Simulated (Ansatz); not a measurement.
# Polycrystal shear modulus of rock-salt TiC at several levels of theory

No measured value is used here.

| level (code) | value (GPa) | cell (Å³/atom) |
|---|---|---|
| LDA (Ansatz) | 196 | 9.67 |
| PBE (Ansatz) | 179 | 10.17 |
| r²SCAN (Ansatz) | 194 | 10.13 |
| HSE06 (Ansatz) | 205 | 9.97 |

HSE06: hybrids on metals are sensitive to the k mesh. Each level is taken at its own relaxed cell. Cutoffs and k meshes differ between the levels. Ansatz's density-functional and Hartree–Fock values are scalar-relativistic unless marked +SOC, with PAW data made under PBE.

Ansatz is a quantum-chemistry and plane-wave program.
